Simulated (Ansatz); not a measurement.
The same path of AlF2H (4 atoms, charge 0, multiplicity 1) was run 3 times with different band settings. Lost on the way: Al1–H2, Al1–F3. Made: H2–F3.

These are results of Ansatz, RKS PBE0/def2-SVP, not measurements.

Relaxed end points:

```xyz
4
Properties=species:S:1:pos:R:3
Al 0.374 0.000 0.256
H 0.318 0.000 1.817
F 1.817 0.000 -0.553
F -1.009 0.000 -0.653
```

```xyz
4
Properties=species:S:1:pos:R:3
Al -0.940 0.000 0.390
H 1.756 0.000 1.326
F 1.502 0.000 0.435
F -0.818 0.000 -1.285
```

Common settings: movable images 9; climbing image yes; optimiser quadratic models (default); force threshold 0.05 eV/Å; iteration limit 60; end points relaxed.

| run | spring | start path |
| --- | --- | --- |
| 1 | 5.0 eV/Å² | through a guess of the saddle point |
| 2 | 5.0 eV/Å² | straight line |
| 3 | 20.0 eV/Å² | through a guess of the saddle point |

Problem. What does each run give, and how far can it be trusted?

Solution. Run 1: converged after 8 iterations, highest image 3.105 eV above the first end. A vibrational analysis at the climbing image gives one clearly imaginary mode, 1301i cm⁻¹: a first-order saddle point.
Run 2: converged after 12 iterations, highest image 3.105 eV above the first end. Another band between the same ends (9 images) ends at a top of the same energy, where a vibrational analysis finds 1 clearly imaginary mode.
Run 3: converged after 8 iterations, highest image 3.105 eV above the first end. Another band between the same ends (9 images) ends at a top of the same energy, where a vibrational analysis finds 1 clearly imaginary mode.
The orbitals stay closed-shell, which can raise the energy where a bond breaks towards radicals; this wasn't checked here.
